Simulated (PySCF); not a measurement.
Cost against size for one kind of job: GIAO PBE0/pcSseg-1 NMR shielding, non-relativistic, gas phase (PySCF); work: shieldings, charges and field gradients. Hardware: an x86-64 server with one thread, shared host. Times come from a shared host and carry two figures at best.

```csv
species (SMILES),atoms,electrons,basis functions,SCF cycles,wall time
F/C=C\F,6,32,78,11,2.8 s
N#[C][Mg][C]#N,5,38,84,12,3.2 s
[CH3][Be][Br],6,48,85,10,3.7 s
[H][Si]([H])(C)[SiH3],11,42,105,11,6.4 s
CC(F)=C(F)F,9,48,117,14,8.4 s
CNC(C)=O,12,40,120,13,7.2 s
C=C[SiH2]CF,12,48,127,13,6.9 s
C/C([SiH3])=C\F,12,48,127,14,7.6 s
F[SiH]1CCC1,12,48,127,12,11 s
C=C[C@H](F)[SiH3],12,48,127,14,10 s
CCOC(=O)C(C)C,20,64,196,14,?
```

Question: Estimate the withheld figures.

Answer: `CCOC(=O)C(C)C`: 30 s.

Question: With all rows, how does the wall time grow with the number of basis functions N?

Answer: A straight line through log(time) against log(N) has slope 2.5 between N = 78 and 196, and the rows scatter about it by a factor of about 1.2 (standard error of the fit). This is a fit to these rows, whose iteration counts differ, not the method's formal scaling.

Question: Which species took longest, and how many times the shortest run?

Answer: `CCOC(=O)C(C)C`, at 30 s: about 11 times the shortest (2.8 s).
